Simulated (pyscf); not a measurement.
A first-order saddle from PySCF, ωB97X-D3(BJ)/def2-SVP:

```xyz
7

Cl    -0.2191     0.3952     2.6323
B     -1.3919    -0.0301     0.7896
Cl    -1.2658    -1.7467     0.3640
H     -2.4526     0.4631     1.0385
O     -0.4078     0.8381     0.0947
H      0.0813     0.9498     1.2524
H      0.1815     0.3048    -0.4614
```
Charge 0, spin multiplicity 1.

Surface: singlet, charge 0. Lowest wavenumbers (cm⁻¹): 1148i, 165, 344, 411, 493.

Task: Name the species on either side of this saddle.

Result: Cl–BH–Cl + water (H₂O) ⇌ hydrogen chloride (HCl) + HO–BH–Cl, a four-centre exchange read from left to right: B–Cl, H–O broken and Cl–H, B–O formed. At CCSD(T)/def2-TZVPP + ΔMP2(QZVPP) it lies +39.9 kJ/mol from the left side and +94.6 kJ/mol from the right (each side as separated species at their lowest minima found). On the reactant side the descent ends in an adduct with a B–O contact, 50.6 kJ/mol under the separated species and 80.5 kJ/mol under the saddle at ωB97X-D3(BJ)/def2-TZVP. What is counted as formed (B–O) is already present as a longer contact in the reactant adduct; forming that adduct is a step of its own. At ωB97X-D3(BJ) the barrier from the zero used here is 29.9 kJ/mol. One saddle was located; it need not be the lowest between these sides. The CCSD(T) − MP2 part came from Ansatz, without density fitting, on the same reference.
